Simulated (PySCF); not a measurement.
## Nuclear quadrupole coupling in `CPCCCO`

Species: C4H11OP.
Atom-mapped SMILES: `[CH3:1][PH:2][CH2:3][CH2:4][CH2:5][OH:6]` (hydrogens: H7, H8, H9 on C1; H10 on P2; H11, H12 on C3; H13, H14 on C4; H15, H16 on C5; H17 on O6)

Geometry (GFN2-xTB, Å), atoms numbered from 1 in this order:
```xyz
17
C4H11OP angstrom
C      2.0111    0.2139    0.8386
P      1.1288    0.9395   -0.6256
C      0.0927   -0.5446   -1.1083
C     -1.0544   -0.8375   -0.1485
C     -1.9064    0.4073    0.0874
O     -1.1666    1.4327    0.7008
H      2.2176   -0.8459    0.6959
H      1.4227    0.3533    1.7440
H      2.9494    0.7512    0.9617
H      2.1498    0.5775   -1.5289
H     -0.3100   -0.3249   -2.1009
H      0.7406   -1.4221   -1.1905
H     -0.6545   -1.1804    0.8109
H     -1.6846   -1.6330   -0.5531
H     -2.2376    0.8193   -0.8684
H     -2.7917    0.1540    0.6881
H     -0.9139    1.1518    1.5867
```

Field gradients from the PBE0/pcSseg-1 density (PySCF, non-relativistic), principal values in atomic units, ordered |Vxx| ≤ |Vyy| ≤ |Vzz|:

```json
{"atom": "O6", "Vxx": "0.0217", "Vyy": "1.8638", "Vzz": "-1.8856"}
```

Question: Find the asymmetry η = (Vxx − Vyy)/Vzz and the couplings χ = eQV/h (234.96 MHz × Q in barn × V in au), with Q(17O) = −0.0256 b.

Answer: 
```tsv
atom	environment	nucleus	η	χzz (MHz)	χxx (MHz)	χyy (MHz)
O6	alcohol oxygen	17O	0.98	11.34	-0.13	-11.21
```

At O6 η is above 0.9: Vyy and Vzz are nearly equal in size and opposite in sign, so a small change could swap them and flip the sign of χzz. The tensor is traceless: Vxx + Vyy + Vzz = 0.

Question: What is Vzz at O6 in SI units (1 au = 9.71736 × 10²¹ V/m²)?

Answer: -1.8856 au = -18.323 × 10²¹ V/m².

Were the hydrogens deuterons (Q(2H) = 0.00286 b), χzz would run from 125 kHz (H10) to 315 kHz (H17).

One conformer (not necessarily the lowest) at the GFN2-xTB geometry, without solvent, vibrations or thermal averaging. GFN2-xTB bond lengths can be off by several hundredths of an ångström, more for odd bonds, and the gradients follow them. With so small a basis the couplings can be 20 % off.

These values come from a run that also computed NMR shieldings. The run took 26 s (grids of density and orbitals included) on Arm Neoverse V1, one thread, on a shared host, and the process peaked at 0.74 GiB of memory.
